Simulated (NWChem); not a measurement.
Ionisation of P (-1)

```xyz
1

P      0.0000     0.0000     0.0000
```
Charge -1, spin multiplicity 3.

The numbers come from NWChem runs, not from measurements.

Basis set: def2-TZVPD. −ε marks an orbital energy of the parent.

B3LYP has NWChem's definition, with VWN1-RPA local correlation. The stability of the SCF solutions was not checked. Open-shell Hartree-Fock references start from PBE0 orbitals.

For the first vertical ionisation energy, −ε(beta HOMO) of B3LYP gives -2.01 eV and −ε(beta HOMO) of LDA (SVWN5) gives -2.78 eV. What do −ε(beta HOMO) of TPSS, −ε(beta HOMO) of PBE, −ε(beta HOMO) of HF give?

−ε(beta HOMO) of TPSS: -2.63 eV; −ε(beta HOMO) of PBE: -2.81 eV; −ε(beta HOMO) of HF: 0.36 eV.
